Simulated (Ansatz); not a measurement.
One change: `FC1OCO1` becomes `C1OCO1`.

Ansatz, PBE0-D4/def2-TZVP geometries, multiplicity 1. 

```csv
property,`FC1OCO1`
zero-point energy (PBE0-D4/def2-TZVP) / kJ/mol,148.1
LUMO energy (PBE/def2-TZVPP) / eV,-0.06
LUMO energy (B3LYP/def2-TZVPP) / eV,0.74
HOMO energy (B3LYP/def2-TZVPP) / eV,-8.37
HOMO energy (ωB97M-V/def2-TZVPP) / eV,-10.98
LUMO energy (ωB97M-V/def2-TZVPP) / eV,3.02
```

**Question.** What does the change do to each property? (Estimate.)

**Answer.** Computed: 
| property | `C1OCO1` | shift |
| --- | --- | --- |
| zero-point energy (PBE0-D4/def2-TZVP) / kJ/mol | 166.5 | 18.4 |
| LUMO energy (PBE/def2-TZVPP) / eV | -0.12 | -0.06 |
| LUMO energy (B3LYP/def2-TZVPP) / eV | 0.69 | -0.05 |
| HOMO energy (B3LYP/def2-TZVPP) / eV | -7.08 | 1.29 |
| HOMO energy (ωB97M-V/def2-TZVPP) / eV | -9.66 | 1.32 |
| LUMO energy (ωB97M-V/def2-TZVPP) / eV | 2.94 | -0.08 |

With PBE0 the HOMO rises by 1.30 eV and the LUMO falls by 0.06 eV, so the gap narrows by about 1.36 eV. PBE moves the HOMO by 1.25 eV and ωB97M-V by 1.32 eV.

B3LYP here is the variant with VWN-RPA as its local correlation; programs differ in this.
